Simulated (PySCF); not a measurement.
Dipole moment and polarisability of ClH2Si(SH)

ClH2Si(SH), ClH₃SSi.
Numbering: `[SH:1][SiH2:2][Cl:3]` (hydrogens: H4 on S1; H5, H6 on Si2)

Cartesian coordinates in Å at the PBE0-D3(BJ)/def2-SVP level; atoms count from 1:
```
atom  x, y, z in Å
S1     1.5377   -0.2219   -0.7225
Si2   -0.4767   -0.1885   -0.0288
Cl3   -1.2727    1.7199   -0.0128
H4     2.0337    0.4259    0.3552
H5    -0.5788   -0.7094    1.3601
H6    -1.2370   -1.0220   -0.9944
```

Level: PBE0/def2-SVPD (PySCF), static field, nuclei fixed, core orbitals frozen in the response. The polarisability tensor in these axes (au):

```
x   70.45 -6.07 -3.99
y   -6.07 62.61  0.78
z   -3.99  0.78 54.32
```

**Question.** Give the principal values, the mean and the anisotropy Δα = √{½[(α1 − α2)² + (α2 − α3)² + (α1 − α3)²]}.

**Answer.** Principal values 53.33, 59.54 and 74.50 au; mean 62.46 au = 9.26 Å³ = 10.30 × 10⁻⁴⁰ C²·m²/J; Δα = 18.85 au (30 % of the mean).

**Question.** What is the dipole moment, and where does it point?

**Answer.** (0.32, -0.81, 0.79) D, 1.17 D in size, pointing from the negative to the positive side. Measured along this direction, the outermost atoms are Cl3 at the negative end and H5 at the positive end.

**Question.** Traceless (Buckingham) quadrupole moment about the centre of nuclear charge: eigenvalues?

**Answer.** -4.88, -0.53, 5.41 D·Å. The values depend on the origin, since the dipole doesn't vanish. The electronic extent ⟨r²⟩ about the same centre is 545 bohr², a root-mean-square distance of 1.75 Å for the 50 electrons.

**Question.** Orientational against electronic polarisability at 400 K (dilute gas, rigid molecules)?

**Answer.** In Gaussian units μ²/3kT = 8.32 Å³ against 9.26 Å³, a ratio of 0.90; the Debye molar polarisation (4π/3)N_A(α + μ²/3kT) is 44.3 cm³/mol, leaving out the vibrational part.

**Question.** Estimate the molar refractivity from the static electronic polarisability.

**Answer.** Lorentz–Lorenz: R = (4π/3)N_A α = 2.5225 cm³/(mol·Å³) × 9.26 Å³ = 23.3 cm³/mol, in the limit of long wavelengths.

**Question.** Along which axes do the principal values lie, and how far do the nuclei extend along each?

**Answer.** Largest value along (0.87, -0.46, -0.19), where the nuclei span 3.46 Å; middle along (0.42, 0.89, -0.19), 2.41 Å; least along (0.26, 0.09, 0.96), 2.46 Å. 

The structure is a single PBE0-D3(BJ)/def2-SVP conformer in the gas phase; no vibrational or solvent corrections.

The run behind these numbers computed excited states and ΔSCF ions as well. The run took 23 s of wall time (grids of density and orbitals included) on one thread of an Arm Neoverse V1, shared host, and the process peaked at 0.43 GiB of memory.
